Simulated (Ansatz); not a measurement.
Input for Ansatz (development build ahead of 0.2.0):

```yaml
crystal:
  periodic: [false, false, false]
  atoms:
    - { symbol: O, position_ang: [0.0, 0.0, 0.0] }
    - { symbol: C, position_ang: [0.0, 1.16894, 0.78846] }
    - { symbol: C, position_ang: [0.0, -1.16894, 0.78846] }
    - { symbol: H, position_ang: [0.0, 2.04515, 0.14011] }
    - { symbol: H, position_ang: [-0.88982, 1.18331, 1.41783] }
    - { symbol: H, position_ang: [0.88982, 1.18331, 1.41783] }
    - { symbol: H, position_ang: [0.0, -2.04515, 0.14011] }
    - { symbol: H, position_ang: [0.88982, -1.18331, 1.41783] }
    - { symbol: H, position_ang: [-0.88982, -1.18331, 1.41783] }
basis:
  gaussian: { orbitals: cc-pVDZ }
hamiltonian:
  xc: hf
correlation:
  method: mp2
  frozen_orbitals: { C: 1, H: 0, O: 1 }
```

The input is written out in the form of the current development build from the run's settings.

Output:

* Converged: yes
* Reference energy: -154.07499 hartree
* Correlation energy: -0.47761 hartree
* Total energy: -154.55260 hartree
* Spin squared of the determinant: 0.000
